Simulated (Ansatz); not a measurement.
CH4ClO (charge -1), singlet: at the end structure of a reaction step.

in.yaml

```yaml
crystal:
  periodic: [false, false, false]
  atoms:
    - {symbol: Cl, position_ang: [-2.406163, 1.363413, -0.426157]}
    - {symbol: C, position_ang: [0.551332, -0.503214, 0.220778]}
    - {symbol: O, position_ang: [0.551993, 0.666765, -0.535055]}
    - {symbol: H, position_ang: [-0.089564, -1.285249, -0.213958]}
    - {symbol: H, position_ang: [0.204418, -0.338580, 1.252362]}
    - {symbol: H, position_ang: [1.576961, -0.889707, 0.264930]}
    - {symbol: H, position_ang: [-0.389177, 0.986572, -0.562899]}
basis:
  gaussian: {orbitals: "def2-TZVPPD.json"}
total_charge: -1
hamiltonian: {xc: {name: r2SCAN0}, dispersion: d4}
```

The basis file named in the input lies beside it (Basis Set Exchange, JSON).

Run by:

```bash
ansatz run in.yaml --threads 2 --pin off --events-out ev --progress --plain --max-ram 4352MiB
```

The run's output (Ansatz 0.2.0):

```
Functional definition: r2SCAN0
  name "r2SCAN0"
  cite "Bursch, Neugebauer, Ehlert & Grimme, J. Chem. Phys. 156, 134105 (2022) doi:10.1063/5.0086040"
  cite "Furness, Kaplan, Ning, Perdew & Sun, J. Phys. Chem. Lett. 11, 8208 (2020) doi:10.1021/acs.jpclett.0c02405"
  cite "Furness, Kaplan, Ning, Perdew & Sun, J. Phys. Chem. Lett. 11, 9248 (2020) doi:10.1021/acs.jpclett.0c03077"
  parent r2scan
  parameter a = 0.25
  parameter k0 = 0.174
  parameter k1 = 0.065
  parameter a1 = 4.9479
  exchange = (1 - a)*r2scan_x(k0 = k0, k1 = k1, a1 = a1) + a*exact_x
  correlation = r2scan_c
928 factors; their error is unknown
mean field evaluation 1: about -15671.9717 eV, gradient 1.9e1 eV
mean field evaluation 2: about -15672.2494 eV, gradient 1.6e1 eV
mean field evaluation 4: about -15672.8103 eV, gradient 9.9e-1 eV
mean field evaluation 8: about -15672.8412 eV, gradient 5.6e-2 eV
mean field -15672.84115757 eV, -575.9662891075 hartree, gradient 4.3e-5 eV, S^2 0.000000; 0 other end points of the search recorded, 0 dependent functions left out
reference -15672.84117117 eV, -575.9662896071 hartree; 18, 18 occupied and 178, 178 virtual orbitals, 928 factors
Total energy: -15672.86892390 eV, -575.9673095012 hartree
```

The run took about 4.3 s on 2 CPU threads of an Arm Neoverse V2 (shared host).
